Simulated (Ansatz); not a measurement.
**CH5N + H4Si: molecular dynamics**

The plan is to follow the two partners and see whether they stay together, part or react. The start is relaxed first. Runs: 300 steps of 0.5 fs under a Langevin thermostat, set from 300 K to 10 K by a schedule. SMILES of the start: CN.[SiH4].

Method: RKS B3LYP/6-31G*, in Ansatz 0.2.0.

**1. The starting structure**

Bond lengths: C1–N2 1.453 Å, C1–H3 1.100 Å, C1–H4 1.090 Å, C1–H5 1.090 Å, N2–H6 1.015 Å, N2–H7 1.015 Å, Si8–H9 1.463 Å, Si8–H10 1.461 Å, Si8–H11 1.460 Å, Si8–H12 1.461 Å. Angles (14 of 15 angles, heavy atoms first): C1–N2–H6 110.1°, C1–N2–H7 110.0°, N2–C1–H3 114.2°, N2–C1–H4 108.5°, N2–C1–H5 108.6°, H6–N2–H7 107.5°, H3–C1–H4 108.6°, H3–C1–H5 108.4°, H4–C1–H5 108.4°, H9–Si8–H10 109.2°, H9–Si8–H11 109.1°, H9–Si8–H12 109.4°, H10–Si8–H11 110.1°, H10–Si8–H12 109.5°.

Structure file:

```xyz
12

C    -0.4951   -0.2776   -1.7957
N     0.7047    0.5374   -1.8786
H    -0.7379   -0.6210   -0.7796
H    -0.3657   -1.1503   -2.4355
H    -1.3360    0.3037   -2.1727
H     1.5035    0.0181   -1.5287
H     0.6027    1.3656   -1.3009
Si    0.0229   -0.0362    2.3822
H     0.7970    0.6575    1.3529
H    -1.0829    0.8184    2.8078
H     0.8937   -0.3335    3.5159
H    -0.5067   -1.2822    1.8329
```

**2. Relaxing the start**

Contents of input.yaml:

```yaml
crystal:
  periodic: [false, false, false]
  atoms:
    - { symbol: C, position_ang: [-0.4951, -0.2776, -1.7957] }
    - { symbol: "N", position_ang: [0.7047, 0.5374, -1.8786] }
    - { symbol: H, position_ang: [-0.7379, -0.621, -0.7796] }
    - { symbol: H, position_ang: [-0.3657, -1.1503, -2.4355] }
    - { symbol: H, position_ang: [-1.336, 0.3037, -2.1727] }
    - { symbol: H, position_ang: [1.5035, 0.0181, -1.5287] }
    - { symbol: H, position_ang: [0.6027, 1.3656, -1.3009] }
    - { symbol: Si, position_ang: [0.0229, -0.0362, 2.3822] }
    - { symbol: H, position_ang: [0.797, 0.6575, 1.3529] }
    - { symbol: H, position_ang: [-1.0829, 0.8184, 2.8078] }
    - { symbol: H, position_ang: [0.8937, -0.3335, 3.5159] }
    - { symbol: H, position_ang: [-0.5067, -1.2822, 1.8329] }
basis:
  gaussian: { orbitals: "6-31G*" }
hamiltonian:
  xc: b3lyp
relax:
  f_tol: 0.02
  max_steps: 40
output:
  orbitals: {}
```

Launch:

```console
$ ansatz run input.yaml --threads 1 --pin off --max-ram 2048MiB --backend cpu --events-out ev --progress --plain --runs-dir out
```

Standard output (excerpt; [...] marks lines left out):

```text
Warning: RAYON_NUM_THREADS=1 ignored (pool sized by the plan → 1); use --threads N
[...]
Functional definition: B3LYP
[...]
804 factors; integrals over basis functions are off by at most 5.9e-4 eV
[...]
mean field -10550.82864786 eV, -387.7358012002 hartree, gradient 2.8e-5 eV, S^2 0.000000; 0 other end points of the search recorded, 0 dependent functions left out
[...]
reference -10550.82889212 eV, -387.7358101768 hartree; 18, 18 occupied and 49, 49 virtual orbitals, 804 factors
relax step   1: F+E_penalty+E_count = -10550.82864786 eV  Δ(F+E_penalty+E_count) = +0.000e0 eV  max|allowed force component| = 4.123e-1 eV/Å  Δτ_max = 0.0000 Å  (23 SCF iters, accepted)
[...]
relax step   4: F+E_penalty+E_count = -10550.86863411 eV  Δ(F+E_penalty+E_count) = -9.643e-4 eV  max|allowed force component| = 2.807e-2 eV/Å  Δτ_max = 0.0552 Å  (22 SCF iters, accepted)
[...]
relax step   7: F+E_penalty+E_count = -10550.87053345 eV  Δ(F+E_penalty+E_count) = -5.370e-4 eV  max|allowed force component| = 2.993e-2 eV/Å  Δτ_max = 0.0642 Å  (23 SCF iters, accepted)
[...]
relax step  10: F+E_penalty+E_count = -10550.87158424 eV  Δ(F+E_penalty+E_count) = -4.646e-4 eV  max|allowed force component| = 4.744e-2 eV/Å  Δτ_max = 0.0557 Å  (23 SCF iters, accepted)
[...]
relax step  13: F+E_penalty+E_count = -10550.87276747 eV  Δ(F+E_penalty+E_count) = -6.151e-4 eV  max|allowed force component| = 7.603e-2 eV/Å  Δτ_max = 0.0984 Å  (22 SCF iters, accepted)
[...]
relax step  14: F+E_penalty+E_count = -10550.87331781 eV  Δ(F+E_penalty+E_count) = -5.503e-4 eV  max|allowed force component| = 5.576e-2 eV/Å  Δτ_max = 0.0182 Å  (21 SCF iters, accepted)
[...]
relax step  15: F+E_penalty+E_count = -10550.87516244 eV  Δ(F+E_penalty+E_count) = -1.845e-3 eV  max|allowed force component| = 5.617e-2 eV/Å  Δτ_max = 0.1154 Å  (22 SCF iters, accepted)
[...]
804 factors; integrals over basis functions are off by at most 6.8e-4 eV
[...]
```

**3. More of the same log: start relaxed**

Output, continued (excerpt; [...] marks lines left out):

```text
mean field -10550.87534236 eV, -387.7375171916 hartree, gradient 7.7e-6 eV, S^2 0.000000; 0 other end points of the search recorded, 0 dependent functions left out
[...]
reference -10550.87559365 eV, -387.7375264265 hartree; 18, 18 occupied and 49, 49 virtual orbitals, 804 factors
relax step  16: F+E_penalty+E_count = -10550.87534236 eV  Δ(F+E_penalty+E_count) = -1.799e-4 eV  max|allowed force component| = 1.990e-1 eV/Å  Δτ_max = 0.1967 Å  (25 SCF iters, accepted)
[...]
relax step  19: F+E_penalty+E_count = -10550.88556350 eV  Δ(F+E_penalty+E_count) = -2.918e-3 eV  max|allowed force component| = 1.639e-1 eV/Å  Δτ_max = 0.1953 Å  (22 SCF iters, accepted)
[...]
relax step  22: F+E_penalty+E_count = -10550.89337016 eV  Δ(F+E_penalty+E_count) = -1.288e-3 eV  max|allowed force component| = 1.223e-1 eV/Å  Δτ_max = 0.1674 Å  (22 SCF iters, accepted)
[...]
Atom 2 at    -1.084997    -0.821771    -0.995742 Å, force     0.010754     0.008963    -0.015625 eV/Å
Atom 3 at    -0.271554    -1.084953    -2.553378 Å, force    -0.002166     0.003365     0.002733 eV/Å
Atom 4 at    -1.412006     0.248848    -2.376216 Å, force     0.014284    -0.008770     0.009166 eV/Å
Atom 5 at     1.233064     0.089636    -1.080266 Å, force    -0.006135     0.004508    -0.005705 eV/Å
Atom 6 at     0.178016     1.321423    -0.909249 Å, force    -0.000261     0.002362    -0.002699 eV/Å
Atom 7 at     0.300111    -0.007456     2.266267 Å, force    -0.003100     0.006010    -0.005625 eV/Å
Atom 8 at     1.623745     0.594193     1.958577 Å, force    -0.003434    -0.003455     0.006147 eV/Å
Atom 9 at    -0.776061     0.920909     1.831859 Å, force     0.003789    -0.002671     0.005789 eV/Å
Atom 10 at     0.189638    -0.244661     3.729065 Å, force     0.002028     0.001931    -0.008149 eV/Å
Atom 11 at     0.160810    -1.296677     1.541977 Å, force     0.000971    -0.001251     0.002289 eV/Å
Dipole moment:    -0.078522    -0.104438     0.247862 e Å
```

It took 71 s on 1 thread of Arm Neoverse V1, shared host; peak memory 0.14 GiB.

Step by step:

| step | energy from step 1 (eV) | largest force component (eV/Å) |
| --- | --- | --- |
| 1 | 0.0000 | 0.4123 |
| 2 | -0.0351 | 0.1378 |
| 3 | -0.0390 | 0.0297 |
| 4 | -0.0400 | 0.0281 |
| 5 | -0.0408 | 0.0676 |
| 6 | -0.0413 | 0.0506 |
| 7 | -0.0419 | 0.0299 |
| 8 | -0.0421 | 0.0577 |
| 9 | -0.0425 | 0.0520 |
| 10 | -0.0429 | 0.0474 |
| 11x | -0.0420 | 0.1118 |
| 12 | -0.0435 | 0.0827 |
| 13 | -0.0441 | 0.0760 |
| 14 | -0.0447 | 0.0558 |
| 15 | -0.0465 | 0.0562 |
| 16 | -0.0467 | 0.1990 |
| 17 | -0.0505 | 0.0779 |
| 18 | -0.0540 | 0.0474 |
| 19 | -0.0569 | 0.1639 |
| 20 | -0.0596 | 0.1199 |
| 21 | -0.0634 | 0.0782 |
| 22 | -0.0647 | 0.1223 |
| 23 | -0.0661 | 0.0528 |
| 24 | -0.0669 | 0.0370 |
| 25 | -0.0673 | 0.0502 |
| 26 | -0.0675 | 0.0349 |
| 27 | -0.0677 | 0.0156 |

Step 1 is the start. 1 step was tried and not accepted (marked x).

After: Bond lengths: C1–N2 1.466 Å, C1–H3 1.104 Å, C1–H4 1.096 Å, C1–H5 1.096 Å, N2–H6 1.018 Å, N2–H7 1.018 Å, Si8–H9 1.486 Å, Si8–H10 1.486 Å, Si8–H11 1.486 Å, Si8–H12 1.485 Å. Angles (14 of 15 angles, heavy atoms first): C1–N2–H6 110.3°, C1–N2–H7 110.3°, N2–C1–H3 115.8°, N2–C1–H4 109.0°, N2–C1–H5 109.0°, H6–N2–H7 106.4°, H3–C1–H4 107.8°, H3–C1–H5 107.8°, H4–C1–H5 107.2°, H9–Si8–H10 109.4°, H9–Si8–H11 109.6°, H9–Si8–H12 109.5°, H10–Si8–H11 109.5°, H10–Si8–H12 109.4°.

**4. Dynamics**

300 steps of 0.5 fs under a Langevin thermostat, set from 300 K to 10 K by a schedule, from the relaxed start.

Contents of input.yaml:

```yaml
crystal:
  periodic: [false, false, false]
  atoms:
    - { symbol: C, position_ang: [-0.624961, -0.313291, -1.860686] }
    - { symbol: "N", position_ang: [0.484396, 0.593699, -1.552209] }
    - { symbol: H, position_ang: [-1.084997, -0.821771, -0.995742] }
    - { symbol: H, position_ang: [-0.271554, -1.084953, -2.553378] }
    - { symbol: H, position_ang: [-1.412006, 0.248848, -2.376216] }
    - { symbol: H, position_ang: [1.233064, 0.089636, -1.080266] }
    - { symbol: H, position_ang: [0.178016, 1.321423, -0.909249] }
    - { symbol: Si, position_ang: [0.300111, -0.007456, 2.266267] }
    - { symbol: H, position_ang: [1.623745, 0.594193, 1.958577] }
    - { symbol: H, position_ang: [-0.776061, 0.920909, 1.831859] }
    - { symbol: H, position_ang: [0.189638, -0.244661, 3.729065] }
    - { symbol: H, position_ang: [0.16081, -1.296677, 1.541977] }
basis:
  gaussian: { orbitals: "6-31G*" }
hamiltonian:
  xc: b3lyp
md:
  timestep: 0.5
  n_steps: 300
  ensemble: nvt_langevin
  temperature: 300.0
  initial_velocities: maxwell_boltzmann
  seed: 180623
  friction: 0.05
  temperature_schedule:
    - { n_steps: 75, end_temperature: 300.0 }
    - { n_steps: 225, end_temperature: 10.0 }
```

Launch:

```console
$ ansatz run input.yaml --threads 1 --pin off --max-ram 2048MiB --backend cpu --events-out ev --progress --plain --runs-dir out
```

Standard output (excerpt; [...] marks lines left out):

```text
Warning: RAYON_NUM_THREADS=1 ignored (pool sized by the plan → 1); use --threads N
[...]
Functional definition: B3LYP
[...]
807 factors; integrals over basis functions are off by at most 7.9e-4 eV
[...]
mean field -10550.89634671 eV, -387.7382890872 hartree, gradient 3.3e-5 eV, S^2 0.000000; 0 other end points of the search recorded, 0 dependent functions left out
[...]
reference -10550.89658810 eV, -387.7382979580 hartree; 18, 18 occupied and 49, 49 virtual orbitals, 807 factors
md step     0: t =     0.00 fs  T =   275.0 K (target 300.0 K)  F+E_penalty+E_count = -10550.89634671 eV  E_kin = 0.426558 eV  (23 SCF iters)
[...]
md step    22: t =    11.00 fs  T =   218.4 K (target 300.0 K)  F+E_penalty+E_count = -10550.74658783 eV  E_kin = 0.338816 eV  (24 SCF iters)
[...]
md step    44: t =    22.00 fs  T =   318.5 K (target 300.0 K)  F+E_penalty+E_count = -10550.57757822 eV  E_kin = 0.494095 eV  (24 SCF iters)
[...]
md step    66: t =    33.00 fs  T =   256.5 K (target 300.0 K)  F+E_penalty+E_count = -10550.55177324 eV  E_kin = 0.397891 eV  (24 SCF iters)
[...]
md step    86: t =    43.00 fs  T =   145.4 K (target 286.5 K)  F+E_penalty+E_count = -10550.54462283 eV  E_kin = 0.225481 eV  (23 SCF iters)
md step    87: t =    43.50 fs  T =   136.1 K (target 285.2 K)  F+E_penalty+E_count = -10550.52694348 eV  E_kin = 0.211058 eV  (22 SCF iters)
```

**5. The log goes on: dynamics from the start**

The log, continued (excerpt; [...] marks lines left out):

```text
md step    88: t =    44.00 fs  T =   123.2 K (target 283.9 K)  F+E_penalty+E_count = -10550.52469982 eV  E_kin = 0.191117 eV  (23 SCF iters)
[...]
md step   117: t =    58.50 fs  T =   315.1 K (target 246.5 K)  F+E_penalty+E_count = -10550.63239688 eV  E_kin = 0.488712 eV  (24 SCF iters)
[...]
md step   146: t =    73.00 fs  T =   238.0 K (target 209.1 K)  F+E_penalty+E_count = -10550.53214804 eV  E_kin = 0.369238 eV  (24 SCF iters)
[...]
md step   175: t =    87.50 fs  T =   228.7 K (target 171.8 K)  F+E_penalty+E_count = -10550.62106250 eV  E_kin = 0.354818 eV  (24 SCF iters)
[...]
md step   202: t =   101.00 fs  T =   169.2 K (target 137.0 K)  F+E_penalty+E_count = -10550.59665449 eV  E_kin = 0.262479 eV  (24 SCF iters)
md step   203: t =   101.50 fs  T =   214.4 K (target 135.7 K)  F+E_penalty+E_count = -10550.63519768 eV  E_kin = 0.332537 eV  (24 SCF iters)
```

**6. More of the same log: dynamics from the start**

Output, continued (excerpt; [...] marks lines left out):

```text
md step   204: t =   102.00 fs  T =   217.7 K (target 134.4 K)  F+E_penalty+E_count = -10550.66728796 eV  E_kin = 0.337708 eV  (24 SCF iters)
[...]
md step   227: t =   113.50 fs  T =   199.3 K (target 104.7 K)  F+E_penalty+E_count = -10550.75694080 eV  E_kin = 0.309070 eV  (24 SCF iters)
[...]
md step   250: t =   125.00 fs  T =   122.0 K (target 75.1 K)  F+E_penalty+E_count = -10550.70936845 eV  E_kin = 0.189268 eV  (24 SCF iters)
[...]
md step   273: t =   136.50 fs  T =    77.6 K (target 45.4 K)  F+E_penalty+E_count = -10550.77203802 eV  E_kin = 0.120431 eV  (22 SCF iters)
[...]
md step   299: t =   149.50 fs  T =    54.5 K (target 11.9 K)  F+E_penalty+E_count = -10550.79797632 eV  E_kin = 0.084491 eV  (22 SCF iters)
[...]
md step   300: t =   150.00 fs  T =    52.2 K (target 10.6 K)  F+E_penalty+E_count = -10550.79638878 eV  E_kin = 0.080986 eV  (25 SCF iters)
[...]
Atom 2 at     0.104815    -1.151490    -1.384290 Å, force     0.519700    -0.813839     0.162151 eV/Å
Atom 3 at    -0.685325    -0.579066    -2.877661 Å, force    -0.030673    -0.217422    -0.064609 eV/Å
Atom 4 at    -1.345163    -0.231548    -1.278041 Å, force    -0.570533     0.081146     0.090388 eV/Å
Atom 5 at     1.216082     0.830606    -2.157725 Å, force     0.520387    -0.030259    -0.186127 eV/Å
Atom 6 at     0.353841     1.252354    -0.858146 Å, force     0.122497     0.228128     0.258275 eV/Å
Atom 7 at     0.359638    -0.133387     2.068795 Å, force    -0.198069     0.093730    -0.340338 eV/Å
Atom 8 at     1.270771     1.012776     1.744839 Å, force    -0.020213    -0.270032     0.061473 eV/Å
Atom 9 at    -1.036348     0.353642     1.798477 Å, force     0.231114    -0.165316     0.127242 eV/Å
Atom 10 at     0.511849    -0.519957     3.497960 Å, force    -0.004535     0.006766    -0.083922 eV/Å
Atom 11 at     0.629174    -1.312314     1.167609 Å, force     0.016622     0.326451     0.288360 eV/Å
Dipole moment:     0.177481    -0.217385     0.211893 e Å
```

Wall time 12 min (1 thread of Arm Neoverse V1, shared host); peak memory 0.24 GiB.

**7. The trajectory**

One step in 12; energies are changes from step 0:

| time (fs) | T (K) | potential energy change (meV/atom) | closest contact of the partners (Å) |
| --- | --- | --- | --- |
| 0.0 | 275 | 0.0 | 2.87 |
| 6.0 | 175 | 8.4 | 2.70 |
| 12.0 | 206 | 14.5 | 2.60 |
| 18.0 | 309 | 18.8 | 2.42 |
| 24.0 | 374 | 26.2 | 2.42 |
| 30.0 | 314 | 24.5 | 2.45 |
| 36.0 | 257 | 21.1 | 2.52 |
| 42.0 | 184 | 23.2 | 2.43 |
| 48.0 | 210 | 29.4 | 2.54 |
| 54.0 | 248 | 29.6 | 2.41 |
| 60.0 | 251 | 35.6 | 2.53 |
| 66.0 | 301 | 29.5 | 2.34 |
| 72.0 | 248 | 32.2 | 2.35 |
| 78.0 | 209 | 33.7 | 2.16 |
| 84.0 | 331 | 17.7 | 2.25 |
| 90.0 | 209 | 26.9 | 2.38 |
| 96.0 | 178 | 28.8 | 2.51 |
| 102.0 | 218 | 19.1 | 2.46 |
| 108.0 | 186 | 16.0 | 2.40 |
| 114.0 | 178 | 12.5 | 2.49 |
| 120.0 | 137 | 19.0 | 2.47 |
| 126.0 | 102 | 17.5 | 2.64 |
| 132.0 | 82 | 13.6 | 2.67 |
| 138.0 | 62 | 12.3 | 2.73 |
| 144.0 | 67 | 8.1 | 2.63 |
| 150.0 | 52 | 8.3 | 2.61 |

time (fs), T (K) and a bar:
```
      0.0        275 ####################
      6.5        196 #############
     13.0        233 #################
     19.5        258 ###################
     26.0        367 #############################
     32.5        226 ################
     39.0        237 #################
     45.5        205 ##############
     52.0        280 #####################
     58.5        315 ########################
     65.0        355 ############################
     71.5        240 #################
     78.5        225 ################
     85.0        380 ##############################
     91.5        188 ############
     98.0        172 ###########
    104.5        167 ###########
    111.0        128 #######
    117.5        170 ###########
    124.0        138 ########
    130.5         97 ####
    137.0         73 ##
    143.5         70 ##
    150.0         52
```

**8. Frames from the trajectory**

Positions (Å) and forces (eV/Å):

```xyz
12
time_fs=19.0 T=286 dE=0.2687
C    -0.530   -0.401   -1.804   -1.583   -1.172    1.507
N     0.424    0.658   -1.626    0.598   -0.088   -0.868
H    -0.646   -1.084   -0.853    0.007    0.865   -1.524
H    -0.242   -1.058   -2.637   -0.100    0.145    0.062
H    -1.577    0.018   -2.006    1.409   -0.447    0.092
H     1.319    0.324   -1.268   -0.274    0.163    0.059
H     0.064    1.393   -1.056   -0.083    0.521    0.646
Si    0.257   -0.003    2.257    1.181    0.466   -0.417
H     1.612    0.556    1.868   -0.358   -0.132    0.375
H    -0.716    1.037    2.013   -0.654    0.489   -0.430
H     0.131   -0.249    3.687    0.183   -0.405    0.535
H     0.105   -1.177    1.397   -0.326   -0.405   -0.036
12
time_fs=37.5 T=172 dE=0.3828
C    -0.521   -0.503   -1.735    1.000    2.018   -2.445
N     0.343    0.763   -1.719   -0.444   -2.943   -1.778
H    -0.374   -1.184   -0.955    0.203   -1.041    1.640
H    -0.209   -0.976   -2.667   -0.227   -0.498   -0.082
H    -1.583   -0.262   -1.851    0.122    0.234    0.182
H     1.279    0.498   -1.435    0.098    0.127    0.207
H    -0.054    1.338   -1.062   -0.773    2.089    2.262
Si    0.255   -0.016    2.244   -0.530   -0.479   -0.657
H     1.512    0.574    1.910    1.081    0.467   -0.436
H    -0.810    0.934    1.917   -0.368    0.202   -0.041
H     0.308   -0.322    3.635   -0.139   -0.178    1.314
H     0.060   -1.300    1.531   -0.023    0.003   -0.166
12
time_fs=56.0 T=304 dE=0.3311
C    -0.483   -0.421   -1.733    0.900   -2.439    0.413
N     0.247    0.787   -1.660    1.066    0.807   -0.886
H    -0.168   -1.214   -0.903   -0.915    1.109   -1.643
H    -0.385   -0.870   -2.761    0.222    0.082    0.914
H    -1.506   -0.174   -1.659   -1.543   -0.040    0.444
H     1.227    0.579   -1.578    0.573    0.228    0.031
H    -0.004    1.405   -0.916   -0.334    0.234    0.674
Si    0.257   -0.030    2.191    0.372   -0.718   -0.431
H     1.551    0.616    1.789   -0.343    0.159    0.196
H    -0.962    0.744    1.870    0.045    0.204   -0.089
H     0.239   -0.406    3.610    0.081    0.166    0.398
H     0.236   -1.337    1.461   -0.123    0.207   -0.018
12
time_fs=75.0 T=241 dE=0.3246
C    -0.523   -0.390   -1.673   -0.045   -0.382    0.900
N     0.246    0.877   -1.630   -1.439   -0.677   -0.522
H    -0.037   -1.214   -1.052   -0.842    0.700   -0.465
H    -0.605   -0.787   -2.684    0.249    0.211   -0.330
H    -1.570   -0.216   -1.355    0.467   -0.134    0.174
H     1.169    0.567   -1.814    1.475    0.276   -0.083
H     0.215    1.269   -0.696    0.090    0.017    0.204
Si    0.269   -0.068    2.148    0.258    1.224   -0.419
H     1.274    1.103    2.107   -0.396   -0.792   -0.432
H    -1.061    0.557    1.837    0.143   -0.184    0.287
H     0.430   -0.471    3.552   -0.280   -0.488    0.211
H     0.423   -1.151    1.115    0.319    0.229    0.473
12
time_fs=94.0 T=183 dE=0.3420
C    -0.496   -0.359   -1.677   -1.312    1.852    0.868
N     0.294    0.867   -1.644   -0.761    0.091    0.199
H    -0.149   -1.221   -1.181    1.002   -1.266    1.055
H    -0.674   -0.661   -2.668   -0.231   -0.203   -1.725
H    -1.503   -0.138   -1.238    0.566   -0.108   -0.256
H     1.130    0.831   -2.198    0.552   -0.207   -0.048
H     0.496    1.185   -0.699    0.151   -0.131   -0.202
Si    0.310   -0.079    2.100    0.267   -1.104    0.851
H     1.208    1.086    1.916   -0.049    0.076    0.163
H    -1.118    0.280    2.087   -0.203    0.184   -0.492
H     0.406   -0.789    3.437    0.313    0.537   -0.215
H     0.747   -1.165    1.172   -0.296    0.279   -0.200
12
time_fs=112.5 T=177 dE=0.1584
C    -0.446   -0.348   -1.697   -0.902   -1.054   -0.614
N     0.337    0.884   -1.714   -0.835   -0.034    0.844
H     0.059   -1.272   -1.300   -0.209    0.615    0.015
H    -0.733   -0.621   -2.744    0.155    0.317    0.585
H    -1.421   -0.227   -1.143    0.972    0.095   -0.358
H     1.197    0.717   -2.203    0.660   -0.058   -0.260
H     0.575    1.113   -0.744    0.133    0.141   -0.318
Si    0.326   -0.137    2.092    0.023    0.459    0.789
H     1.179    1.055    1.896    0.202    0.066   -0.151
H    -1.058    0.304    1.865   -0.345    0.017    0.083
H     0.540   -0.571    3.516   -0.128   -0.085   -0.369
H     0.619   -1.172    1.114    0.272   -0.480   -0.246
12
time_fs=131.0 T=95 dE=0.1536
C    -0.418   -0.327   -1.798    1.092   -1.139   -0.626
N     0.329    0.929   -1.784   -0.951   -0.089   -0.003
H     0.147   -1.233   -1.393   -0.409    0.744   -0.509
H    -0.731   -0.563   -2.847    0.070    0.107    0.762
H    -1.283   -0.242   -1.161   -0.634    0.213    0.096
H     1.217    0.850   -2.257    0.339   -0.074    0.122
H     0.453    1.205   -0.820    0.470    0.253    0.088
Si    0.334   -0.130    2.060    0.166   -0.442    0.387
H     1.261    1.006    1.810   -0.119    0.043   -0.045
H    -1.101    0.280    1.873    0.364   -0.125   -0.087
H     0.537   -0.605    3.470   -0.118    0.200   -0.190
H     0.754   -1.288    1.199   -0.271    0.308    0.005
12
time_fs=150.0 T=52 dE=0.1000
C    -0.431   -0.342   -1.844    0.091    1.064   -0.325
N     0.276    0.957   -1.823   -0.677   -0.304    0.012
H     0.105   -1.151   -1.384    0.520   -0.814    0.162
H    -0.685   -0.579   -2.878   -0.031   -0.217   -0.065
H    -1.345   -0.232   -1.278   -0.571    0.081    0.090
H     1.216    0.831   -2.158    0.520   -0.030   -0.186
H     0.354    1.252   -0.858    0.122    0.228    0.258
Si    0.360   -0.133    2.069   -0.198    0.094   -0.340
H     1.271    1.013    1.745   -0.020   -0.270    0.061
H    -1.036    0.354    1.798    0.231   -0.165    0.127
H     0.512   -0.520    3.498   -0.004    0.007   -0.084
H     0.629   -1.312    1.168    0.017    0.327    0.288
```

**9. What came out**

| quantity | value |
| --- | --- |
| relaxation of the start | 25 moves, 0.068 eV lower |
| length | 300 steps of 0.5 fs |
| temperature, first and last step | 275 and 52 K |
| temperature, second half | mean 153 K, from 51 to 380 K |
| potential energy, second half | +19 meV/atom from the start |
| bonds formed or broken | 0 |

**Reading.** Under a schedule from 300 to 10 K over 150 fs, the atoms average 61 K over the last tenth of the run. Such a rate, of order 10^15 K/s, is far beyond any furnace or quench, and the atoms lag the set-point. No bond forms or breaks. The partners' closest contact goes from 2.87 to 2.61 Å: they stay in touch over this short run. 150 fs on 12 atoms is far too short and small for converged averages. The nuclei move classically, without zero-point motion, which matters most for hydrogen.
